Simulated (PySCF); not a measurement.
Ligands exchanged one at a time, Al H-Cl. Isolated molecules, 0 K electronic values unless said otherwise. Strings in code marks are SMILES.

The T1 excitation (TDA) from two functionals at the same geometries (PBE0-D3(BJ)/def2-TZVP), both in PySCF: PBE-D3(BJ)/def2-TZVP and PBE0-D3(BJ)/def2-TZVP. Excitations are Tamm–Dancoff values on a coarser integration grid. The basis has no diffuse functions, so Rydberg states are missing or too high.

```csv
species,PBE-D3(BJ)/def2-TZVP (eV)
1 of 3 H replaced by Cl (`[AlH2][Cl]`),4.62
2 of 3 H replaced by Cl (`[Cl][AlH][Cl]`),5.52
3 of 3 H replaced by Cl (`[Cl][Al]([Cl])[Cl]`),5.72
```

Task: What does PBE0-D3(BJ)/def2-TZVP give for each?

Result: 
- 1 of 3 H replaced by Cl (`[AlH2][Cl]`): 5.01
- 2 of 3 H replaced by Cl (`[Cl][AlH][Cl]`): 5.96
- 3 of 3 H replaced by Cl (`[Cl][Al]([Cl])[Cl]`): 6.42
Over these rows, drawn at random from the members with no instability flagged (it was tested for open shells, ions and some series alone), PBE minus PBE0-D3(BJ): mean -0.51 eV, from -0.71 eV to -0.38 eV.
